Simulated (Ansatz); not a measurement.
A structure drawn as `COC(O)O`, with this starting geometry:

Cartesian coordinates in Å:
```
C -0.609 0.362 1.385
O -0.832 0.303 -0.009
C 0.233 -0.331 -0.621
O 1.477 0.480 -0.620
O -0.020 -0.554 -2.004
H 0.201 1.032 1.644
H -0.538 -0.590 1.828
H -1.531 0.892 1.784
H 0.499 -1.265 -0.120
H 1.219 1.167 -1.200
H -0.099 -1.497 -2.068
```

The species carries charge 0 and has multiplicity 1.

**Question.** Does it keep its bonds when Ansatz relaxes it at PBE-D4/def2-SVP and then PBE0-D4/def2-TZVP?

**Answer.** Yes, every drawn bond is still there and no new one forms.

**Question.** Give the relaxed structure. (An estimate is asked.)

**Answer.** The calculation gave: 
Z-matrix (Å, degrees):
```
C
O 1 1.410
H 1 1.089 2 107.0
H 1 1.094 2 111.3 3 -119.5
H 1 1.097 2 111.2 3 118.9
C 2 1.397 1 113.4 3 -178.8
O 6 1.384 2 106.4 1 172.0
O 6 1.376 2 113.5 1 -68.0
H 6 1.101 2 109.7 1 50.0
H 7 0.962 6 107.1 2 -29.4
H 8 0.965 6 106.8 2 -72.3
```
All modes are real.

Atoms count as bonded under 1.1 times the sum of their covalent radii (H–H under 0.85 Å, pairs among N, O and F under 1.55 Å), and a drawn bond as lost past 1.3 times.
